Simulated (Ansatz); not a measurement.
# Other spins and charges of Si₂⁺, quartet at one geometry

Geometry (PBE0/def2-TZVP stationary point for this spin):

```xyz
2

Si    0.0000    0.0000    0.0000
Si    0.0000    0.0000    2.2726
```

Basis cc-pVTZ; Ansatz 0.2.0. Correlated methods freeze the noble-gas cores. Prefix R: restricted or restricted open-shell reference; prefix U: unrestricted. Active spaces: valence = (7e, 8o) chosen from the atoms' valence shells.

Gaps are energies of the second state less the first, at fixed atoms, for a selection of the levels run; each method lands on the state that its own search finds for that charge and spin.

For open shells CISD is restricted-active-space CI with the open shells as a complete middle space.

Task: PBE gives 4.755 eV for sextet less quartet. Estimate what UCCSDT(Q) gives in cc-pVTZ.

Result: UCCSDT(Q) in cc-pVTZ gives 4.606 eV, so against it PBE is off by 0.149 eV, of which a good part can be the reference's own basis and frozen-core error.

| level | gap (eV) | error (meV) |
| --- | --- | --- |
| RHF | 3.056 | -1550 |
| CISD | 4.300 | -306 |
| RCCSDT(Q) | 4.609 | 3 |
| MRCISD (valence space) | 4.557 | -49 |
| MRCISD+Q (valence space) | 4.627 | 21 |
| PBE0 | 4.530 | -76 |
| B3LYP | 4.992 | 386 |
| B2PLYP | 4.839 | 233 |
| RPA-PBE | 4.619 | 13 |

Full CI isn't at hand for all of this; UCCSDT(Q) serves as the reference, and is uncertain by the last step of the cluster series or more. The frozen core follows each run's orbitals, which can shift R against U totals by a few meV.
